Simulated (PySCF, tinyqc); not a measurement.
Inside a calculation. Method: FCI on RHF in the sto-3g basis, frozen core, for HF, spin multiplicity 1. The lowest restricted solution is unstable here: a spin-polarised one lies 0.0398 hartree lower (PySCF). One step of it, computed by the program tinyqc.

Problem. FCI: determinants and Hamiltonian. Slater-Condon rules over spin orbitals, with the nuclear repulsion and the energy of the frozen orbital added and E(HF) subtracted on the diagonal. Only determinants linked to the reference directly or through others are kept (one block of an abelian symmetry group), so some states are absent.

one-electron integrals dressed by the frozen orbital, h + 2 (pq|11) - (p1|1q) (hartree), order 2, 3, 4, 5, 6:
```
[[-6.704062, 0.000000, 0.000000, 0.223833, 0.378930],
 [0.000000, -6.058947, 0.000000, 0.000000, 0.000000],
 [0.000000, 0.000000, -6.058947, 0.000000, 0.000000],
 [0.223833, 0.000000, 0.000000, -4.781868, 1.557032],
 [0.378930, 0.000000, 0.000000, 1.557032, -4.256009]]
```

energy of the frozen orbital, 2 h_11 + (11|11) = -75.38742569 hartree

Two-electron integrals over orbitals (pq|rs), unique and non-zero (hartree); the lowest 1 orbital is frozen and left out:
```
(22|22) 0.882695    (32|32) 0.191985    (33|22) 0.901355    (33|33) 0.997514
(42|42) 0.191985    (43|43) 0.053770    (44|22) 0.901355    (44|33) 0.889973
(44|44) 0.997514    (52|22) -0.043819   (52|33) -0.053846   (52|44) -0.053846
(52|52) 0.122070    (53|32) -0.020598   (53|53) 0.031603    (54|42) -0.020598
(54|54) 0.031603    (55|22) 0.659395    (55|33) 0.645296    (55|44) 0.645296
(55|52) -0.005825   (55|55) 0.640288    (62|22) -0.063309   (62|33) -0.063734
(62|44) -0.063734   (62|52) -0.086210   (62|55) -0.018808   (62|62) 0.091354
(63|32) -0.021304   (63|53) -0.024425   (63|63) 0.027986    (64|42) -0.021304
(64|54) -0.024425   (64|64) 0.027986    (65|22) -0.267050   (65|33) -0.268678
(65|44) -0.268678   (65|52) 0.065678    (65|55) -0.083282   (65|62) 0.025942
(65|65) 0.256306    (66|22) 0.618633    (66|33) 0.605788    (66|44) 0.605788
(66|52) 0.034781    (66|55) 0.628037    (66|62) -0.044647   (66|65) -0.030935
(66|66) 0.648402
```

nuclear repulsion = 3.31426228 hartree

Hartree-Fock energy = -98.43815326 hartree

Give: determinants; H - E(HF) between determinants.

Solution.

Occupation strings over the orbitals (2 doubly, a alpha, b beta, 0 empty; spin orbitals ordered 1a 1b 2a 2b ...): 222220 2222ab 2a222b 2222ba 2b222a 222202 2a22b2 222022 220222 2b22a2 202222

H - E(HF) between determinants (hartree), order 222220, 2222ab, 2a222b, 2222ba, 2b222a, 222202, 2a22b2, 222022, 220222, 2b22a2, 202222:
```
[[0.0000, 0.0000, 0.0000, 0.0000, 0.0000, 0.2563, -0.0259, 0.0280, 0.0280, 0.0259, 0.0914],
 [0.0000, 0.3120, -0.0088, -0.2563, -0.0259, 0.0523, 0.0657, 0.0244, 0.0244, -0.0258, 0.0862],
 [0.0000, -0.0088, 1.1328, -0.0259, -0.0914, -0.0657, -0.2361, 0.0213, 0.0213, 0.0862, 0.0187],
 [0.0000, -0.2563, -0.0259, 0.3120, -0.0088, -0.0523, -0.0258, -0.0244, -0.0244, 0.0657, -0.0862],
 [0.0000, -0.0259, -0.0914, -0.0088, 1.1328, 0.0657, 0.0862, -0.0213, -0.0213, -0.2361, -0.0187],
 [0.2563, 0.0523, -0.0657, -0.0523, 0.0657, 0.6566, 0.0494, 0.0316, 0.0316, -0.0494, 0.1221],
 [-0.0259, 0.0657, -0.2361, -0.0258, 0.0862, 0.0494, 1.5059, 0.0206, 0.0206, -0.1221, 0.0874],
 [0.0280, 0.0244, 0.0213, -0.0244, -0.0213, 0.0316, 0.0206, 0.7235, 0.0538, -0.0206, 0.1920],
 [0.0280, 0.0244, 0.0213, -0.0244, -0.0213, 0.0316, 0.0206, 0.0538, 0.7235, -0.0206, 0.1920],
 [0.0259, -0.0258, 0.0862, 0.0657, -0.2361, -0.0494, -0.1221, -0.0206, -0.0206, 1.5059, -0.0874],
 [0.0914, 0.0862, 0.0187, -0.0862, -0.0187, 0.1221, 0.0874, 0.1920, 0.1920, -0.0874, 2.5594]]
```
